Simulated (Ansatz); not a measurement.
in.yaml

```yaml
crystal:
  periodic: [false, false, false]
  atoms:
    - {symbol: Se, position_ang: [0.000000, -0.030273, 0.000000]}
    - {symbol: H, position_ang: [0.000000, 1.185778, -0.820232]}
    - {symbol: H, position_ang: [0.000000, 1.185773, 0.820239]}
basis:
  gaussian: {orbitals: aug-cc-pVDZ}
magnetization: {spin_polarized: true, initial_magnetization: 0}
hamiltonian: {xc: hf}
output: {orbitals: {seedname: orbitals}}
```

```sh
$ ansatz run in.yaml --threads 1 --pin off --events-out ev --progress --plain --max-ram 2393MiB
```

Log:

```
576 factors; integrals over basis functions are off by at most 1.8e-3 eV
mean field evaluation 1: about -65332.9072 eV, gradient 6.5e0 eV
mean field evaluation 2: about -65332.9074 eV, gradient 6.5e0 eV
mean field evaluation 4: about -65333.3334 eV, gradient 7.9e-1 eV
mean field evaluation 8: about -65333.3429 eV, gradient 6.6e-4 eV
mean field -65333.34290979 eV, -2400.9560674044 hartree, gradient 1.1e-5 eV, S^2 0.000000; 0 other end points of the search recorded, 0 dependent functions left out
reference -65333.34290979 eV, -2400.9560674044 hartree; 18, 18 occupied and 36, 36 virtual orbitals, 576 factors
Total energy: -65333.34290979 eV, -2400.9560674044 hartree
```

Ran on 1 thread of AMD EPYC 7B13, shared host: 0.66 s wall, 0.11 GiB peak host memory.
